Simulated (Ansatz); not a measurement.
# C8H18: up Jacob's ladder to CCSD(T)

One table from this session's results is given with a row withheld; the runs are named, their logs left out.

Program: Ansatz 0.2.0, Gaussian basis. Level of theory: functionals in def2-TZVPP, the program's frozen cores in correlated methods. These are calculated values, not measurements.

Plan: PBE-D4, r2SCAN-D4, PBE0-D4, B3LYP-D4, ωB97X-V, ωB97M-V, B2PLYP; CCSD(T)/def2-TZVPP; MP2/def2-QZVPP; extrapolation to the limit.

### The relaxed structure

An earlier PBE0-D4 in a triple-zeta def2 set relaxation fixed the geometry.

SMILES `CCC(C)(C)C(C)C`, 26 atoms, charge 0, spin multiplicity 1.

Atoms are counted from 1 here; the program's logs count them from 0.

Bond lengths: C1–C2 1.521 Å, C1–H9 1.092 Å, C1–H10 1.092 Å, C1–H11 1.093 Å, C2–C3 1.537 Å, C2–H12 1.095 Å, C2–H13 1.095 Å, C3–C4 1.530 Å, C3–C5 1.530 Å, C3–C6 1.554 Å, C4–H14 1.092 Å, C4–H15 1.094 Å, C4–H16 1.092 Å, C5–H17 1.094 Å, C5–H18 1.092 Å, C5–H19 1.092 Å, C6–C7 1.525 Å, C6–C8 1.525 Å and more. Angles: C2–C1–H9 112.0°, C2–C1–H10 112.0°, C2–C1–H11 110.3°, H9–C1–H10 107.8°, H9–C1–H11 107.2°, H10–C1–H11 107.2°, C1–C2–C3 115.9°, C1–C2–H12 108.5°, C1–C2–H13 108.5°, C3–C2–H12 108.7°, C3–C2–H13 108.7°, H12–C2–H13 106.2°, C2–C3–C4 110.2°, C2–C3–C5 110.2°, C2–C3–C6 110.9°, C4–C3–C5 107.8°, C4–C3–C6 108.9°, C5–C3–C6 108.9° and more.

The first run:

File in.yaml:

```yaml
crystal:
  periodic: [false, false, false]
  atoms:
    - {symbol: C, position_ang: [0.054938, -2.475766, 0.852189]}
    - {symbol: C, position_ang: [-0.090630, -1.332342, -0.140458]}
    - {symbol: C, position_ang: [0.093523, 0.081358, 0.432645]}
    - {symbol: C, position_ang: [-0.930090, 0.338895, 1.539763]}
    - {symbol: C, position_ang: [1.488874, 0.225002, 1.042704]}
    - {symbol: C, position_ang: [-0.083782, 1.155912, -0.676535]}
    - {symbol: C, position_ang: [0.951516, 1.076459, -1.793311]}
    - {symbol: C, position_ang: [-1.478181, 1.192218, -1.292712]}
    - {symbol: H, position_ang: [-0.681674, -2.415905, 1.656400]}
    - {symbol: H, position_ang: [1.046847, -2.497699, 1.308902]}
    - {symbol: H, position_ang: [-0.091453, -3.434801, 0.349765]}
    - {symbol: H, position_ang: [0.632992, -1.480468, -0.948447]}
    - {symbol: H, position_ang: [-1.081282, -1.397908, -0.601678]}
    - {symbol: H, position_ang: [-0.718212, -0.270261, 2.420778]}
    - {symbol: H, position_ang: [-0.902860, 1.386740, 1.853600]}
    - {symbol: H, position_ang: [-1.948896, 0.110077, 1.219945]}
    - {symbol: H, position_ang: [1.680965, 1.264596, 1.324759]}
    - {symbol: H, position_ang: [2.274607, -0.086432, 0.351173]}
    - {symbol: H, position_ang: [1.587619, -0.380728, 1.945755]}
    - {symbol: H, position_ang: [0.067180, 2.117220, -0.165777]}
    - {symbol: H, position_ang: [1.975664, 1.120083, -1.420330]}
    - {symbol: H, position_ang: [0.819577, 1.914135, -2.482865]}
    - {symbol: H, position_ang: [0.843438, 0.159711, -2.379062]}
    - {symbol: H, position_ang: [-2.263628, 1.320820, -0.546776]}
    - {symbol: H, position_ang: [-1.553493, 2.027934, -1.993065]}
    - {symbol: H, position_ang: [-1.693572, 0.281159, -1.857351]}
basis:
  gaussian: {orbitals: def2-TZVPP}
hamiltonian: {xc: pbe, dispersion: d4}
output: {forces: true, orbitals: {seedname: orbitals}}
```

Steps of the session up to this table: PBE-D4 (GGA); r2SCAN-D4 (meta-GGA); PBE0-D4 (hybrid); B3LYP-D4 (hybrid); ωB97X-V (range-separated); ωB97M-V (range-separated); B2PLYP (double hybrid); CCSD(T) in def2-TZVPP; MP2 in def2-QZVPP.

One table of the session follows, with a row left open; its other results are not shown here.

It belongs to the step «Atomisation energies». 

| method | atomisation energy (kJ/mol) |
| --- | --- |
| PBE-D4 | 10534.2 |
| r2SCAN-D4 | 10388.5 |
| PBE0-D4 | 10441.8 |
| B3LYP-D4 | 10375.0 |
| ωB97X-V | 10383.0 |
| ωB97M-V | 10398.6 |
| B2PLYP | 10264.5 |
| HF/def2-TZVPP | 7882.3 |
| MP2/def2-TZVPP | 10253.3 |
| CCSD/def2-TZVPP | 10053.3 |
| CCSD(T)/def2-TZVPP | 10170.9 |
| MP2/CBS | ? |
| CCSD(T)/CBS | 10374.0 |

Estimate the missing values for MP2/CBS.

The run gave: atomisation energy (kJ/mol): 10456.3. In the column «atomisation energy (kJ/mol)» it lies between PBE0-D4 (10441.8) and PBE-D4 (10534.2).

To keep in mind: Free atoms (8 C, 18 H) were run apart at each level; the atomisation energy is their sum less the molecule, without zero-point or spin-orbit terms.
